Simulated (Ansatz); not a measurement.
Reaction: C2H2N (SMILES N#C[CH2], doublet) → C2H2N (SMILES [CH2][N+]#[C-], doublet)
Each species at its own B3LYP-D3(BJ)/def2-TZVP minimum (Ansatz, a first-principles code).

Property: isomerisation energy (electronic), in kcal/mol. UHF or UKS for unpaired electrons; spin-orbit terms are left out. CBS(X,Y): correlation extrapolated as X^-3, Hartree-Fock from the larger set (Q,5: extrapolated as (X+1)exp(-9√X)). A bracket is a step between two methods taken in the basis named. The functionals are non-relativistic, so their misses hold any scalar relativity. Double hybrids freeze cores in their MP2 part. 'core' is core correlation in cc-pwCVTZ, 'X2C' scalar relativity in cc-pVTZ-DK, both at CCSD(T). The UHF reference of C2H2N ([CH2]C#N, doublet) is spin-contaminated (<S^2> up to 0.19 over the pure value in the sets run). The UHF reference of C2H2N ([C-]#[N+][CH2], doublet) is spin-contaminated (<S^2> up to 0.08 over the pure value in the sets run).

CCSD(T)/CBS(cc-pVQZ,cc-pV5Z) + [CCSDT(Q) - CCSD(T)]/cc-pVDZ + core + X2C (Ansatz) gives 24.3 kcal/mol.

Question: How far off this value is PBE/def2-TZVPD (Ansatz), in which direction, and which of these levels come nearer: r2SCAN/def2-TZVPD, B3LYP/def2-TZVPD, PBE0/def2-TZVPD, wB97M-V/def2-TZVPD, B2PLYP/def2-TZVPD, CCSD(T)/CBS(cc-pVQZ,cc-pV5Z) + core + X2C?

Answer: PBE gives 23.9 kcal/mol, 0.4 kcal/mol below it. Differences of the others: r2SCAN/def2-TZVPD (Ansatz) -0.3; B3LYP/def2-TZVPD (Ansatz) -1.2; PBE0/def2-TZVPD (Ansatz) -1.1; wB97M-V/def2-TZVPD (Ansatz) -2.5; B2PLYP/def2-TZVPD (Ansatz) -0.4; CCSD(T)/CBS(cc-pVQZ,cc-pV5Z) + core + X2C (Ansatz) -0.2 kcal/mol. Nearer than PBE: r2SCAN/def2-TZVPD, CCSD(T)/CBS(cc-pVQZ,cc-pV5Z) + core + X2C.
